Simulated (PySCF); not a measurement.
Species: C4H5O (doublet state).
SMILES with atom numbers: `[C:1]#[C:2][CH2:3][CH2:4][OH:5]` (hydrogens: H6, H7 on C3; H8, H9 on C4; H10 on O5)

Structure optimised with GFN2-xTB, isolated species. This method treats the open shell by occupation alone, without spin polarisation.

(1) List the bond lengths, angles and torsions at this level.

## Answers

(1) 
```
        bond  length (bohr)   order
       C1≡C2          2.259  triple
       C2–C3          2.759  single
       C3–C4          2.902  single
       C4–O5          2.654  single
C3–H6, C3–H7          2.067  single
C4–H8, C4–H9          2.070  single
      O5–H10          1.822  single
```

Bonds in one row agree within 0.02 bohr and their mean is given. Orders are formal, as drawn. A selection of angles:
```
    angle  degrees
 C1–C2–C3    175.6
 C2–C3–C4    110.2
 C2–C3–H6    108.6
 C4–C3–H6    110.2
 H6–C3–H7    108.9
 C3–C4–O5    111.4
 C3–C4–H8    110.0
 O5–C4–H8    105.9
 O5–C4–H9    111.2
 H8–C4–H9    108.5
C4–O5–H10    109.2
```

Torsions: C2–C3–C4–O5 180° (antiperiplanar); H10–O5–C4–C3 -64° (synclinal). The mirror-image conformer, all signs reversed, is as good.

The 5 heavy atoms lie in one plane (0.013 Å rms). O5 (oxygen bonded to C and H) is bent (angle 109.2°). Of the pairs four or more bonds apart, H6···H10 is among the closest relative to their van der Waals radii: 2.50 Å, 104 % of the sum of Bondi's values. The C–C distances run from 1.195 Å (C1≡C2, drawn triple) to 1.536 Å (C3–C4, drawn single), a spread of 0.341 Å.

GFN2-xTB frequencies: not computed here. Torsions: C2–C3–C4–O5 180°, C3–C4–O5–H -64°.
